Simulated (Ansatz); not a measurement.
input.yaml (Ansatz)

```yaml
crystal:
  lattice:
    - [-1.3938677001, 1.3938677001, 1.3938677001]
    - [1.3938677001, -1.3938677001, 1.3938677001]
    - [1.3938677001, 1.3938677001, -1.3938677001]
  atoms:
    - { symbol: Cr, position: [0.0, 0.0, 0.0], spin: 1.5, spin_axis: [0, 0, 1] }
hamiltonian:
  xc: lda
  pseudopotentials:
    kind: paw_fr
    azcp:
      Cr: "pseudopotentials/Cr.paw.azcp"
basis:
  ecutwfc: 420
  fft_grid_basis: typed
kpoints:
  mp_grid: { grid: [16, 16, 16], shift: [0, 0, 0] }
magnetization:
  noncollinear: true
  spin_orbit: true
scf:
  occupations: { method: fermi_dirac, width: 0.05 }
```

Terminal output

```
Warning: the record states the generating functional pbe (its physics header spells it `PBE`), which answers neither for hamiltonian.xc's functional nor for the lda family's — results may be inconsistent (PPs are generated against a specific XC)
Engine: ansatz 0.2.0, x86_64-unknown-linux-gnu
Pseudopotentials: kind: paw_fr
Pseudopotential: Cr, paw_fr, valence charge 14, recommended cutoff 420 eV (normal) 
Functional definition: SPW92
  exchange = slater_x
  correlation = pw_c
Crystal: 1 atoms, lattice volume = 10.832 Å³
Basis set: ecut = 420 eV, 201 PW (Γ)
Bands: 22, of which v1, the nominal top of the filled ones, is band 14 counted from 1 (13 counted from 0)
Symmetry: 8 space group operations + 8 with time reversal
Magnetic group: BNS 139.537 (UNI 1197), of the structure as read, at distance tolerance 2.2e-5 Å
k-points: 349 of 4096 (time reversal used)
Projection manifold: j_resolved (fully-relativistic pseudo-atomic orbitals)
Non-local potential: Cr, projectors of the file, l = 0: 3, l = 1: 4, l = 2: 6, l = 3: 2
PAW form: soft (Blöchl's): semilocal exchange-correlation on the pseudo side does not see the compensation charge
PAW frozen core: Cr, regenerated for the run's functional, and the local potential with it (the file was generated under x = pbe(κ = 0.804, μ = 0.2195149727645171), c = pbe(β = 0.06672455060314922))
PAW one-centre angular grid: Cr, 590 points (default); XC on 64 Gauss nodes
Initial density: superposition of atomic densities (chi_scale 0.1, normalization cell)
Starting moments: Σ|m| = 1.5 μB on 1 of 1 site
Initial wavefunctions: pseudopotential atomic-orbital guess
Functional: x = slater, c = lda
SCF iter   1: F=—  HF=-3324.562123 eV  |F-HF|=—  |Δ(HF+E_count)|=         —  Δρ=2.62e-1  dr2=5.63e0  dr2_m=1.70e0  ethr=3.10e-3  |M|=2.31e-1 ∫|m|=2.55e-1 μB  |m|>n=0.0e0 m-floor=0.0e0 τ_xc=0.0e0  β_m=0.30  ⟨swp⟩=6.2  Hψ=39752  notcnv=0  defer=23
SCF iter   2: F=—  HF=-3323.065597 eV  |F-HF|=—  |Δ(HF+E_count)|=    1.50e0  Δρ=1.76e-1  dr2=2.26e-1  dr2_m=7.73e-1  ethr=3.10e-3  |M|=2.71e-1 ∫|m|=2.78e-1 μB  |m|>n=0.0e0 m-floor=0.0e0 τ_xc=7.4e-21  β_m=0.30  ⟨swp⟩=2.6  Hψ=17990  notcnv=0  defer=697
SCF iter   3: F=—  HF=-3323.078949 eV  |F-HF|=—  |Δ(HF+E_count)|=   1.34e-2  Δρ=1.35e-1  dr2=2.42e-2  dr2_m=4.54e-1  ethr=1.61e-3  |M|=2.19e-1 ∫|m|=2.24e-1 μB  |m|>n=0.0e0 m-floor=0.0e0 τ_xc=1.1e-20  β_m=0.30  ⟨swp⟩=2.1  Hψ=11588  notcnv=0  defer=635
SCF iter   4: F=—  HF=-3323.107394 eV  |F-HF|=—  |Δ(HF+E_count)|=   2.84e-2  Δρ=1.07e-1  dr2=6.46e-4  dr2_m=2.83e-1  ethr=1.73e-4  |M|=1.64e-1 ∫|m|=1.69e-1 μB  |m|>n=0.0e0 m-floor=0.0e0 τ_xc=1.0e-20  β_m=0.30  ⟨swp⟩=2.1  Hψ=14431  notcnv=0  defer=612
SCF iter   5: F=—  HF=-3323.136848 eV  |F-HF|=—  |Δ(HF+E_count)|=   2.95e-2  Δρ=8.32e-2  dr2=7.97e-5  dr2_m=1.72e-1  ethr=4.62e-6  |M|=1.28e-1 ∫|m|=1.33e-1 μB  |m|>n=0.0e0 m-floor=0.0e0 τ_xc=8.6e-21  β_m=0.30  ⟨swp⟩=2.0  Hψ=14669  notcnv=0  defer=577
SCF iter   6: F=—  HF=-3323.154807 eV  |F-HF|=—  |Δ(HF+E_count)|=   1.80e-2  Δρ=6.45e-2  dr2=2.92e-5  dr2_m=1.03e-1  ethr=5.69e-7  |M|=1.01e-1 ∫|m|=1.05e-1 μB  |m|>n=0.0e0 m-floor=0.0e0 τ_xc=6.5e-21  β_m=0.30  ⟨swp⟩=2.3  Hψ=13471  notcnv=0  defer=554
Mixer restart at iter 6: flushing history
spin-set hold released at iteration 6 (site moments contracting): the magnetisation degrees of freedom join the quasi-Newton model from the next iteration; the mixer history was flushed
SCF iter   7: F=—  HF=-3323.165485 eV  |F-HF|=—  |Δ(HF+E_count)|=   1.07e-2  Δρ=5.01e-2  dr2=2.01e-6  dr2_m=6.23e-2  ethr=2.08e-7  |M|=8.05e-2 ∫|m|=8.42e-2 μB  |m|>n=0.0e0 m-floor=0.0e0 τ_xc=4.5e-21  β_m=0.62  ⟨swp⟩=2.5  Hψ=12571  notcnv=0  defer=552
SCF iter   8: F=—  HF=-3323.181981 eV  |F-HF|=—  |Δ(HF+E_count)|=   1.65e-2  Δρ=3.46e-3  dr2=6.92e-4  dr2_m=2.98e-4  ethr=1.43e-8  |M|=6.24e-3 ∫|m|=7.80e-3 μB  |m|>n=0.0e0 m-floor=0.0e0 τ_xc=1.0e-22  β_m=0.52  ⟨swp⟩=4.1  Hψ=20461  notcnv=0  defer=556
SCF iter   9: F=—  HF=-3323.181877 eV  |F-HF|=—  |Δ(HF+E_count)|=   1.03e-4  Δρ=8.97e-4  dr2=6.08e-5  dr2_m=1.53e-5  ethr=1.43e-8  |M|=9.28e-4 ∫|m|=2.43e-3 μB  |m|>n=0.0e0 m-floor=0.0e0 τ_xc=4.7e-23  β_m=0.48  ⟨swp⟩=3.1  Hψ=19158  notcnv=0  defer=568
SCF iter  10: F=—  HF=-3323.181873 eV  |F-HF|=—  |Δ(HF+E_count)|=   4.12e-6  Δρ=4.09e-4  dr2=1.64e-8  dr2_m=4.16e-6  ethr=7.14e-10  |M|=1.29e-4 ∫|m|=1.18e-3 μB  |m|>n=0.0e0 m-floor=0.0e0 τ_xc=2.0e-23  β_m=0.74  ⟨swp⟩=1.6  Hψ=22552  notcnv=0
SCF iter  11: F=—  HF=-3323.181882 eV  |F-HF|=—  |Δ(HF+E_count)|=   8.55e-6  Δρ=5.21e-5  dr2=3.42e-10  dr2_m=6.78e-8  ethr=1.17e-10  |M|=9.80e-5 ∫|m|=1.00e-4 μB  |m|>n=0.0e0 m-floor=0.0e0 τ_xc=2.6e-25  β_m=0.87  ⟨swp⟩=3.2  Hψ=18675  notcnv=0
SCF iter  12: F=—  HF=-3323.181882 eV  |F-HF|=—  |Δ(HF+E_count)|=   8.14e-8  Δρ=6.54e-6  dr2=1.07e-11  dr2_m=1.07e-9  ethr=2.44e-12  |M|=4.72e-6 ∫|m|=1.73e-5 μB  |m|>n=0.0e0 m-floor=0.0e0 τ_xc=5.3e-27  β_m=0.94  ⟨swp⟩=3.0  Hψ=16134  notcnv=0
SCF iter  13: F=-3323.181882 eV  HF=-3323.181882 eV  |F-HF|=4.55e-13  |Δ(HF+E_count)|=   1.43e-9  Δρ=4.68e-7  dr2=3.54e-12  dr2_m=5.49e-12  ethr=1.00e-12  |M|=2.82e-7 ∫|m|=1.22e-6 μB  |m|>n=0.0e0 m-floor=0.0e0 τ_xc=1.1e-30  ⟨swp⟩=2.9  Hψ=14936  notcnv=0
WARN: the starting moments were not kept: the SCF closed with an absolute magnetisation of 1.2e-6 μB, where they sum to 1.5 μB in size (1 site). That is at most 0.1 of that sum. Measured as dr2_m measures the in/out step, that magnetisation stands 6.1e-13 eV from none, at or under the dr2_threshold of 1.0e-7 eV: it is no larger than a step whose dr2_m would equal this threshold. The system may hold no moment; this SCF shows only that its start led to no more than that. To try another start: raise the starting moments (crystal.atoms[].spin, magnetization.per_species, magnetization.initial_magnetization, or on a non-collinear deck that types none of these the spinor_matrix: blocks that start its atoms; where the total moment is fixed, keep their sum and leave initial_magnetization as it is; typed ones take the place of any that the run laid by itself, positive ones on a crystal's lanthanoids without a Hubbard term where scf.initial_density.shell_occupations: [] is typed) or, if the notice of its spin-set hold's release reads "site moments contracting" or "site moments show no strong build", lengthen the hold (scf.mixing.spin_hold: { on: { confirm: 4 } }; for m-r²SCAN on two components see the key's manual first). Each may lead to a state that holds a moment. A second SCF, from the converged charge density, with the starting moments and any scf.initial_density.shell_occupations laid on it anew, would have followed, and was not run: the deck does not ask for one (magnetization.retry_lost_moments is false, the default). To let it run, set magnetization.retry_lost_moments: true and run the deck again, where that key's refused combinations let it; where memory then withholds it, that run's warning says so.
SCF 1 converged in 13 iterations: F = -3323.181882 eV  dr2 = 3.54e-12
SCF converged after 13 iterations
Magnetization: |M| = 0.0000 μB,  M = (-0.0000, +0.0000, -0.0000) μB
Absolute magnetization: 0.0000 μB (∫|m|, with the PAW one-centre terms)
  site 0: m = (+0.0000, -0.0000, +0.0000) μB, |m| = 0.0000 μB  (R = 1.00 Å)
Free energy (F): -3323.181882 eV
Harris-Foulkes:  -3323.181882 eV  (|F-HF|=4.55e-13)
Internal energy: -3323.176104 eV  (E = F + TS)
E sigma→0 (E₀):  -3323.178993 eV
Entropy (-TS):   -0.005778 eV (-5.778 meV/atom)
Fermi energy:    20.547119 eV
--- Per-component energies (eV) ---
  E_band       = -126.342400
  E_kinetic    = 345.614080
  E_local      = -1123.329463  (includes V_loc(G=0)·N_el)
  E_nonlocal   = 83.608610
  E_hartree    = 494.027852
  E_xc         = -139.960746
  E_vxc        = -179.562566  (∫ρ·V_xc dr)
  E_paw        = -1141.305513  (= ΣΔE_a)
  E_vpaw       = -240.729078  (= ΣTr[D̂ρ^β])
  E_aug_tail   = 0.000314  (compensation charges beyond the density's cutoff)
  E_ewald      = -1842.197723
  E_core_change = 0.366485  (= ΣΔE_core)
  E_smearing   = -0.005778  (= −TS)
  E_closure    = 0.000000  (closes the sum)
  Σ components = -3323.181882   (vs F -3323.181882, Δ=0.00e0)
```
